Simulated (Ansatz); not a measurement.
`[BH2][AlH][OH]` + H₂O → `[OH][AlH][OH]` + BH₃ at 700 K and 1 bar (formal hydrolysis of the Al–B bond).

Isolated molecules relaxed with PBE0-D4/def2-TZVP in Ansatz; ΔE leaves out vibrations. CCSD(T)/CBS is the MP2 limit (def2-TZVPP, def2-QZVPP) plus CCSD(T) − MP2 in def2-TZVPP, frozen cores. This one scheme is used for every species. One conformer a species, not always the lowest.

| species | CCSD(T)/CBS energy (Eh) | H − E (kJ/mol) | S (J/(mol·K)) |
| --- | --- | --- | --- |
| `[BH2][AlH][OH]` | -344.39123 | 163.1 | 385.6 |
| H₂O | -76.37941 | 80.5 | 218.4 |
| `[OH][AlH][OH]` | -394.28161 | 141.9 | 356.8 |
| BH₃ | -26.55200 | 96.5 | 225.0 |

H − E and S are ideal-gas, rigid-rotor, harmonic terms from PBE0-D4/def2-TZVP, for one conformer and one mirror image of each species. 1 Eh = 2625.50 kJ/mol, R = 8.31446 J/(mol·K).

Question: By hand: ΔE, ΔH, ΔS and ΔG.

Answer: ΔE = (-394.28161) + (-26.55200) − (-344.39123) − (-76.37941) = -0.06297 Eh = -165.3 kJ/mol. Δ(H − E) = 141.9 + 96.5 − 163.1 − 80.5 = -5.2, so ΔH = -170.5 kJ/mol. ΔS = 356.8 + 225.0 − 385.6 − 218.4 = -22.2 J/(mol·K). ΔG = -170.5 − 700 × (-22.2)/1000 = -155.0 kJ/mol.

Question: By hand: the equilibrium constant, and the temperature at which ΔG would vanish if ΔH and ΔS stayed fixed.

Answer: log₁₀ K = −ΔG/(RT ln 10) = 11.6. ΔG = 0 at ΔH/ΔS = 7680 K, far beyond where these terms or the molecules hold.

ΔH outweighs TΔS. A doubt of 5 kJ/mol in ΔE shifts log₁₀ K by 0.4 here. Other conformers and mirror images would add mixing entropy, several J/(mol·K) or more a flexible species. These are equilibria of isolated gas molecules and say nothing of rates. Largest T1 diagnostic: 0.012 (customary marks: 0.02 for closed shells, 0.045 for open ones).
